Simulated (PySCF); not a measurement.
# hydrogen fluoride: bond dissociation enthalpies at several levels

Structure: `F` (HF). Non-hydrogen atoms are numbered in `[FH:1]`.

All levels share the PBE0-D3(BJ)/def2-SVP structures and the PBE0-D3(BJ)/def2-SVP thermal terms; only the single-point energies (PySCF) change. Values are bond dissociation enthalpies (298 K, kJ/mol).

```jsonl
{"level": "HF/def2-TZVP", "F1–H": "377", "abs. error": "193.3", "time": "0.31 s"}
{"level": "PBE0-D3(BJ)/6-31G", "F1–H": "467", "abs. error": "103.4", "time": "0.39 s"}
{"level": "PBE0-D3(BJ)/def2-SV(P)", "F1–H": "490", "abs. error": "80.3", "time": "0.6 s"}
{"level": "PBE0-D3(BJ)/6-31G*", "F1–H": "505", "abs. error": "64.6", "time": "0.41 s"}
{"level": "PBE0-D3(BJ)/cc-pVDZ", "F1–H": "518", "abs. error": "52.5", "time": "0.59 s"}
{"level": "BHandHLYP/def2-TZVP", "F1–H": "521", "abs. error": "49.4", "time": "0.52 s"}
{"level": "PBE0-D3(BJ)/6-31+G*", "F1–H": "525", "abs. error": "44.8", "time": "0.49 s"}
{"level": "PBE0-D3(BJ)/def2-SVP", "F1–H": "528", "abs. error": "42.4", "time": "0.45 s"}
{"level": "PBE0-D3(BJ)/pcseg-1", "F1–H": "529", "abs. error": "41.6", "time": "0.42 s"}
{"level": "M06-L/def2-TZVP (grid 3)", "F1–H": "533", "abs. error": "36.8", "time": "1.8 s"}
{"level": "HSE06/def2-TZVP", "F1–H": "541", "abs. error": "29.5", "time": "1.1 s"}
{"level": "PBE0-D3(BJ)/def2-TZVP", "F1–H": "543", "abs. error": "27.5", "time": "–"}
{"level": "PBE0-D3(BJ)/cc-pVTZ", "F1–H": "544", "abs. error": "26.0", "time": "0.65 s"}
{"level": "PBE0-D3(BJ)/ma-def2-TZVP", "F1–H": "545", "abs. error": "24.7", "time": "0.7 s"}
{"level": "PBE0-D3(BJ)/6-311+G**", "F1–H": "546", "abs. error": "24.2", "time": "0.76 s"}
{"level": "TPSSh-D3(BJ)/def2-TZVP (grid 3)", "F1–H": "546", "abs. error": "24.0", "time": "1 s"}
{"level": "PBE0-D3(BJ)/aug-cc-pVDZ", "F1–H": "546", "abs. error": "24.0", "time": "0.48 s"}
{"level": "PBE0-D3(BJ)/ma-def2-SVP", "F1–H": "547", "abs. error": "23.5", "time": "0.48 s"}
{"level": "ωB97X-D3(BJ)/def2-TZVP", "F1–H": "548", "abs. error": "22.4", "time": "0.83 s"}
{"level": "PBE0-D3(BJ)/aug-pcseg-1", "F1–H": "548", "abs. error": "22.4", "time": "0.48 s"}
{"level": "PBE0-D3(BJ)/def2-TZVPD", "F1–H": "548", "abs. error": "21.9", "time": "0.5 s"}
{"level": "r2SCAN-D3(BJ)/def2-TZVP (grid 3)", "F1–H": "548", "abs. error": "21.9", "time": "1.1 s"}
{"level": "PBE0-D3(BJ)/def2-TZVPP", "F1–H": "548", "abs. error": "21.8", "time": "0.77 s"}
{"level": "LC-ωPBE/def2-TZVP", "F1–H": "550", "abs. error": "20.5", "time": "0.91 s"}
{"level": "B97-2/def2-TZVP", "F1–H": "550", "abs. error": "20.0", "time": "0.55 s"}
{"level": "PBE0-D3(BJ)/pcseg-2", "F1–H": "551", "abs. error": "19.4", "time": "0.68 s"}
{"level": "PBE0-D3(BJ)/def2-QZVP", "F1–H": "551", "abs. error": "19.2", "time": "1 s"}
{"level": "PBE0-D3(BJ)/6-311++G(2d,2p)", "F1–H": "551", "abs. error": "18.8", "time": "0.71 s"}
{"level": "PBE0-D3(BJ)/aug-cc-pVTZ", "F1–H": "551", "abs. error": "18.8", "time": "0.77 s"}
{"level": "PBE0-D3(BJ)/jun-cc-pV(T+d)Z", "F1–H": "551", "abs. error": "18.6", "time": "0.71 s"}
{"level": "TPSS-D3(BJ)/def2-TZVP (grid 3)", "F1–H": "552", "abs. error": "18.2", "time": "1 s"}
{"level": "PBE0-D3(BJ)/def2-QZVPPD", "F1–H": "552", "abs. error": "18.2", "time": "1 s"}
{"level": "B3LYP-D3(BJ)/def2-TZVP", "F1–H": "552", "abs. error": "18.1", "time": "0.59 s"}
{"level": "PBE0-D3(BJ)/aug-cc-pVQZ", "F1–H": "552", "abs. error": "17.9", "time": "1.1 s"}
{"level": "ωB97M-D3(BJ)/def2-TZVP (grid 3)", "F1–H": "553", "abs. error": "17.4", "time": "0.89 s"}
{"level": "PBE0-D3(BJ)/def2-SVPD", "F1–H": "554", "abs. error": "16.4", "time": "0.55 s"}
{"level": "M06-2X/def2-TZVP (grid 3)", "F1–H": "555", "abs. error": "15.5", "time": "1.8 s"}
{"level": "CAM-B3LYP-D3(BJ)/def2-TZVP", "F1–H": "555", "abs. error": "14.8", "time": "0.68 s"}
{"level": "M06/def2-TZVP (grid 3)", "F1–H": "558", "abs. error": "12.4", "time": "1.7 s"}
{"level": "BLYP-D3(BJ)/def2-TZVP", "F1–H": "559", "abs. error": "11.4", "time": "0.63 s"}
{"level": "PBE-D3(BJ)/def2-TZVP", "F1–H": "563", "abs. error": "7.1", "time": "0.74 s"}
{"level": "OPBE/def2-TZVP", "F1–H": "566", "abs. error": "4.6", "time": "0.75 s"}
{"level": "BP86-D3(BJ)/def2-TZVP", "F1–H": "575", "abs. error": "4.9", "time": "0.68 s"}
{"level": "LDA/def2-TZVP", "F1–H": "647", "abs. error": "76.5", "time": "0.79 s"}
{"level": "ATcT 1.112", "F1–H": "570", "abs. error": "", "time": ""}
```

Times are wall times for all single points of a level on 1 thread of AMD EPYC 7B13, a shared host; the dash marks the run that also made the structures. BLYP, BP86, HSE06, LC-ωPBE, LDA, M06-L, OPBE, PBE, TPSS, r2SCAN ran on a slower path of this set-up, which computes the density-fitting integrals anew in every SCF cycle while the other levels store them. So the times needn't show the usual order of cost, and those levels read slower than they are.

Hartree-Fock leaves out electron correlation, so its bond energies come out too low, often by 100 kJ/mol or more.

The spread: 270 kJ/mol, from 377 to 647.
